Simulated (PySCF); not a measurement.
## From computed data to an observable: entropy of an ideal gas

nitrogen dioxide (NO₂), SMILES [O]N=O, multiplicity 2.

The structure is a stationary point at TPSSh-D3(BJ)/def2-TZVP.

TPSSh-D3(BJ)/def2-TZVP (PySCF) gives the harmonic wavenumbers 759, 1375, 1683 cm⁻¹ and the rotational temperatures 11.5555, 0.6247, 0.5927 K. The molar mass is 46.01 g/mol, the symmetry number 2, the spin multiplicity 2.

Question: Work out the entropy at 298.15 K and 1 atm in the rigid-rotor, harmonic-oscillator model.

Answer: 
Translation (Sackur–Tetrode at 1 atm): S = R[1.5 ln M + 2.5 ln T − 1.16487] = 156.5 J/(mol K).
Rotation: q = (√π/σ) T^1.5/√(θA θB θC) = 2210, S = R[ln q + 3/2] = 76.5 J/(mol K).
Vibration: with u = 1.4388 ν/T, each mode gives R[u/(e^u − 1) − ln(1 − e^−u)]:
| ν (cm⁻¹) | modes | u | S (J/(mol K)) |
|---|---|---|---|
| 759 | 1 | 3.66 | 1.02 |
| 1375 | 1 | 6.64 | 0.08 |
| 1683 | 1 | 8.12 | 0.02 |
These are all the modes. Sum 1.1 J/(mol K).
Spin: R ln 2 = 5.8 J/(mol K).
Total 239.9 J/(mol K); the program's own thermochemistry gives 239.9. Translation makes up 65 % and vibration 0 %. Anharmonicity, hindered rotation and orbital degeneracy are left out.
